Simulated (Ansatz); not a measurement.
# U-wB97M-V/6-311G(d,p) run of BH2 (boron dihydride)

What is the vertical doublet–quartet gap of BH2 (boron dihydride) at U-wB97M-V/6-311G**? 

The calculation is run with Ansatz 0.2.0.

58 further runs of the same task are left out: 58 set aside as unsound or not needed.

## Step 1: The system as given

BH2: 3 atoms, total charge 0, spin state doublet. SMILES: `[BH2]`. Geometry: relaxed at GFN2-xTB.

Bond lengths: B1–H2 1.159 Å, B1–H3 1.159 Å. Angles: H2–B1–H3 128.4°.

## Step 2: A single-point energy at U-wB97M-V/6-311G(d,p)

input.yaml

```yaml
crystal:
  periodic: [false, false, false]
  atoms:
    - {symbol: B, position_ang: [0.262840, -0.166230, 0.128640]}
    - {symbol: H, position_ang: [0.280020, 0.985320, 0.260980]}
    - {symbol: H, position_ang: [-0.542860, -0.819090, -0.389630]}
basis:
  gaussian:
    orbitals: 6-311G_st__st_.json
magnetization:
  spin_polarized: true
  initial_magnetization: 1
hamiltonian:
  xc: {name: wB97M-V}
accuracy: high
```

The basis set 6-311G** is read from a file made from the Basis Set Exchange's data (not shown).

Started as:

```sh
$ ansatz run input.yaml --threads 1 --pin off --max-ram 2610MiB --events-out events.jsonl --progress --plain --runs-dir runs
```

Output:

```text
Warning: RAYON_NUM_THREADS=1 ignored (pool sized by the plan → 1); use --threads N
Functional definition: wB97M-V
  name "wB97M-V"
  parameter omega = 0.3/bohr
  parameter cx = 0.15
  parameter cx01 = 1.007
  parameter cx10 = 0.259
  parameter css00 = 0.443
  parameter css04 = -1.437
  parameter css10 = -4.535
  parameter css20 = -3.390
  parameter css43 = 4.278
  parameter cos00 = 1.000
  parameter cos10 = 1.358
  parameter cos20 = 2.924
  parameter cos21 = -8.812
  parameter cos60 = -1.390
  parameter cos61 = 9.142
  parameter b = 6.0
  parameter c = 0.01
  gx(w, u) = 1 - cx + cx01*u + cx10*w
  gss(w, u) = css00 + css04*u^4 + css10*w + css20*w^2 + css43*w^4*u^3
  gos(w, u) = cos00 + cos10*w + (cos20 + cos21*u)*w^2 + (cos60 + cos61*u)*w^6
  exchange = spin_sum(e_x_unif_sr(omega)*gx(b97_w, b97_u_x)) + cx*exact_x_sr(omega) + exact_x_lr(omega)
  correlation = spin_sum(e_c_pw_mod_same_spin*gss(b97_w, b97_u_same))
      + integral(e_c_pw_mod_opposite_spin*gos(b97_w_opposite, b97_u_opposite)) + vv10(b, c)
533 factors; integrals over basis functions are off by at most 6.2e-9 eV
157 factors; integrals over basis functions are off by at most 1.7e-9 eV
mean field evaluation 1: about -704.7304 eV, gradient 5.3e0 eV
mean field evaluation 2: about -704.9323 eV, gradient 1.2e0 eV
mean field evaluation 4: about -704.9559 eV, gradient 1.3e-1 eV
mean field evaluation 8: about -704.9593 eV, gradient 5.3e-3 eV
mean field evaluation 16: about -704.9593 eV, gradient 1.5e-7 eV
mean field -704.95927781 eV, -25.9067756208 hartree, gradient 1.8e-8 eV, S^2 0.750700; 1 other end points of the search recorded, 0 dependent functions left out
reference -704.95928081 eV, -25.9067757311 hartree; 4, 3 occupied and 26, 27 virtual orbitals, 533 factors
Total energy: -704.95928081 eV, -25.9067757311 hartree
```

Run time: 6.9 s. Hardware: 1 thread of Arm Neoverse V1, shared host; peak memory 0.25 GiB.

## Step 3: The quartet, same level

molecule.yaml

```yaml
crystal:
  periodic: [false, false, false]
  atoms:
    - {symbol: B, position_ang: [0.262840, -0.166230, 0.128640]}
    - {symbol: H, position_ang: [0.280020, 0.985320, 0.260980]}
    - {symbol: H, position_ang: [-0.542860, -0.819090, -0.389630]}
basis:
  gaussian: {orbitals: 6-311G_st__st_.json}
hamiltonian: {xc: {name: wB97M-V}}
magnetization: {spin_polarized: true, initial_magnetization: 3}
accuracy: high
```

The basis set 6-311G** is read from a file made from the Basis Set Exchange's data (not shown).

Started as:

```sh
$ ansatz run molecule.yaml --threads 1 --pin off --max-ram 2610MiB --events-out events.jsonl --progress --plain --runs-dir runs
```

Output, shortened:

```text
Warning: RAYON_NUM_THREADS=1 ignored (pool sized by the plan → 1); use --threads N
[... 2 set-up lines as earlier in the session ...]
[...]
  gx(w, u) = 1 - cx + cx01*u + cx10*w
  gss(w, u) = css00 + css04*u^4 + css10*w + css20*w^2 + css43*w^4*u^3
  gos(w, u) = cos00 + cos10*w + (cos20 + cos21*u)*w^2 + (cos60 + cos61*u)*w^6
[...]
      + integral(e_c_pw_mod_opposite_spin*gos(b97_w_opposite, b97_u_opposite)) + vv10(b, c)
533 factors; integrals over basis functions are off by at most 6.2e-9 eV
157 factors; integrals over basis functions are off by at most 1.7e-9 eV
[...]
mean field -699.37737140 eV, -25.7016443438 hartree, gradient 7.3e-8 eV, S^2 3.751811; 0 other end points of the search recorded, 0 dependent functions left out
reference -699.37737419 eV, -25.7016444465 hartree; 5, 2 occupied and 25, 28 virtual orbitals, 533 factors
Total energy: -699.37737419 eV, -25.7016444465 hartree
```

It took 6.9 s on 1 thread of Arm Neoverse V1, shared host; peak memory 0.25 GiB.

## Step 4: What came out

At U-wB97M-V/6-311G**:

```
                                        quantity         value
                           doublet: total energy  -25.90678 Eh
                                   doublet: ⟨S²⟩         0.751
                           quartet: total energy  -25.70164 Eh
                                   quartet: ⟨S²⟩         3.752
vertical energy of the quartet above the doublet      5.582 eV
```

What this shows: At this shape the quartet lies 5.58 eV (129 kcal/mol) above the doublet.
